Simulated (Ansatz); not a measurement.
# Two structures, one formula

Two relaxed structures of CH3AlN (charge +1), singlet (PBE0-D4/def2-TZVP; forces vanish, vibrations not checked).

A:

```xyz
6
angstrom
C -0.9517 -1.0148 -0.3851
N -0.3331 -0.1973 0.3392
Al 0.4920 0.8943 1.3058
H -0.7112 -1.1335 -1.4468
H -1.7554 -1.6404 0.0170
H 1.2526 1.9017 2.1969
```

B:

C1  (-0.767, -0.991, -0.654)
N2  (0.111, -0.085, -0.503)
Al3  (0.548, 0.861, 1.338)
H4  (-0.966, -1.457, -1.618)
H5  (0.607, 0.162, -1.360)
H6  (-1.352, -1.326, 0.203)
(Å)

Program: Ansatz 0.2.0. Basis: def2-TZVPP. Cores are frozen in the correlated methods. B3LYP uses VWN-RPA correlation.

Q: Which structure is lower at CCSD(T), and by how much? (To be estimated.)

A: By the calculation: B, by 1.232 eV (electronic energy, against the other). By their contacts, A is CH₃AlN ([CH2][N][AlH]), total charge +1 and B is CH₃AlN ([CH2][NH][Al]), total charge +1.

All methods give the same order:

| method | E(B) − E(A) (eV) |
| --- | --- |
| PBE-D4 | -1.175 |
| r2SCAN-D4 | -0.932 |
| PBE0-D4 | -1.174 |
| B3LYP-D4 | -1.183 |
| wB97M-V | -1.285 |
| HF | -1.148 |
| MP2 | -1.078 |
| CCSD | -1.255 |
| CCSD(T) | -1.232 |

The T1 diagnostic stays at or below 0.018.

Labels in which every atom is bracketed show which atoms are joined, not bond orders.

For scale, one of the runs: CCSD(T)/def2-TZVPP, 146 basis functions, launched by `ansatz run in.yaml --threads 2 --pin off --events-out ev --progress --plain --max-ram 4352MiB`. Time: 6 s of wall clock on 2 CPU threads of an Arm Neoverse V2; the host was shared. Peak host memory: 0.83 GiB.
